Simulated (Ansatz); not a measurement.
Reaction (SMILES): [CH] (CH) → CH+ (singlet, bonded as [CH]) + e-
B3LYP-D3(BJ)/def2-TZVP geometries, fixed; electronic energies without zero-point terms.
Largest species:
```xyz
2

C      0.0000     0.0000    -0.1605
H      0.0000     0.0000     0.9630
```
Charge 0, spin multiplicity 2.

Basis-set convergence of the adiabatic ionisation energy at PBE with Ansatz (a first-principles code). All functions are spherical. The program fits the integrals of some runs and decomposes those of others, by size. An unrestricted PBE determinant is markedly spin-contaminated. Open shells are unrestricted. No added dispersion term, no relativity. Functions are those of the species that has most. Reference: the value in aug-cc-pV5Z, 11.026 eV. Deviations are taken from unrounded values.

```csv
basis,functions
cc-pVDZ,19
aug-cc-pVDZ,32
cc-pVTZ,44
jun-cc-pV(T+d)Z,53
aug-cc-pVTZ,69
cc-pVQZ,85
aug-cc-pVQZ,126
cc-pV5Z,146
aug-cc-pV5Z,207
```

Task: Which is the smallest correlation-consistent set listed that can be trusted to 0.05 eV here, that is, within that of the reference together with its larger relatives (same family, alike in diffuse functions; a set with none to test it counts only in the reference's own line)?

Result: The smallest set listed that lies within 0.05 eV of the reference with all its larger relatives (same family, alike in diffuse functions; a set with none counts only in the reference's own line) is aug-cc-pVDZ (32 functions, -0.012 eV off). Value minus reference: cc-pVDZ -0.117, aug-cc-pVDZ -0.012, cc-pVTZ -0.035, jun-cc-pV(T+d)Z -0.003, aug-cc-pVTZ -0.005, cc-pVQZ -0.016, aug-cc-pVQZ -0.001, cc-pV5Z -0.004, aug-cc-pV5Z 0.000 eV.
